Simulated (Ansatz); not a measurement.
Voigt–Reuss–Hill bulk modulus (GPa) of solids drawn from the class of elemental solids other than molecular ones, at two levels: PBE (PAW; Ansatz, a program for electronic structure), and LDA (PAW; Ansatz).

```csv
solid,PBE,LDA,shift (%)
hcp Co,212,272,+28
hcp Os,397,448,+12.8
hcp Sc,54.3,61.6,+13.4
hcp Ru,312,366,+17.3
hcp Lu,46.6,55.1,+18.2
hcp Tc,300,343,+14.3
hcp Zr,93.5,103,+10.2
hcp Mg,36.1,39.8,+10.2
hcp Cd,40.3,67.5,+67
hcp Y,41.0,43.7,+6.6
```

The shifts run from +6.6 % to +67 %, with a median of +13.9 %.

Over all 10 rows LDA is the larger in 10.

Ansatz's runs of these crystals have no spin polarisation, but for hcp Co.

Density-functional runs with spin start from parallel moments for hcp Co.

Spin–orbit coupling is left out, also for the solids with elements from indium on (hcp Os, hcp Lu); its size isn't shown.

Each level is taken at its own relaxed cell. Ansatz's density-functional and Hartree–Fock values are scalar-relativistic unless marked +SOC, with PAW data made under PBE.
